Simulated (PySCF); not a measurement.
# NMR problem set

PySCF calculation with geometry: GFN2-xTB and shielding tensors at PBE0/pcSseg-1 (GIAO); one computed conformer, averaged over atoms made equivalent by symmetry, fast rotation or ring inversion, no solvent, relativity neglected.

Scale: TMS for 1H and 13C (reference shieldings calculated alike). Where no couplings were computed, multiplicities follow the n + 1 count of equivalent neighbours, and m marks all less simple cases (inequivalent or close neighbours, rings, F or P nearby). Shifts are as computed. Against solution values, carbons near 30 ppm lie about +3 ppm off and those near 130 ppm about +5 ppm. Of 1211 compounds with measured shifts, 218 miss one by over three times the rms of a fit or turn the order of signals round; such compounds aren't used in these exercises.

Task: C$_{10}$H$_{8}$. 1H NMR (300 MHz, computed): δ 7.77 (d, 1H), 7.36 (d, 1H), 3.44 (s, 2H), 2.99 (s, 1H), 2.64 (s, 3H). 13C{1H} NMR (computed): δ 143.2 (CH), 134.1 (C), 133.5 (C), 130.1 (C), 127.4 (C), 116.0 (CH), 90.4 (CH), 88.7 (C), 22.8 (CH2), 20.5 (CH3). Give a structure.

Result: SMILES C1(C)=C(C#C)C=CC2=C1C2. Rings plus π bonds: 7 (2 rings in the answer). 10 carbon signals for 10 carbons: no two carbons are equivalent. Carbon types of the structure: 5 × C, 3 × CH, 1 × CH2, 1 × CH3, which accounts for all hydrogens. δC 143.2, 116.0: aromatic CH. δC 134.1, 133.5, 130.1, 127.4: substituted aromatic carbon. δC 90.4: terminal alkyne carbon; the triple bond shields along its axis, which puts it between sp3 and sp2 carbons. δC 88.7: alkyne carbon; sp carbons lie upfield of alkene carbons because the cylindrical π system leaves one tensor component strongly shielded.

The data come from this structure; uniqueness wasn't tested.

Task: C$_{10}$H$_{8}$. 1H NMR (500 MHz, computed): δ 8.75 (d, 1H), 8.75 (d, 1H), 8.36 (m, 1H), 8.14 (m, 1H), 7.77 (m, 1H), 7.77 (m, 1H), 7.58 (m, 1H), 7.58 (m, 1H). 13C{1H} NMR (computed): δ 144.8, 144.2, 144.2, 144.1, 144.1, 143.6, 127.4, 127.4, 123.0, 122.9. What is it?

Result: Azulene (SMILES c1ccc2cccc-2cc1). Rings plus π bonds: 7 (2 rings in the answer). 10 carbon signals for 10 carbons: no two carbons are equivalent. Carbon types of the structure: 2 × C, 8 × CH, which accounts for all hydrogens. δC 144.8, 144.2, 144.2, 143.6, 127.4, 127.4, 123.0, 122.9: aromatic CH. δC 144.1, 144.1: substituted aromatic carbon. δH 8.75, 8.75, 8.36, 8.14, 7.77, 7.77, 7.58, 7.58: hydrogen on an aromatic CH; the ring current deshields protons in the ring plane.

This is the structure that produced the data.
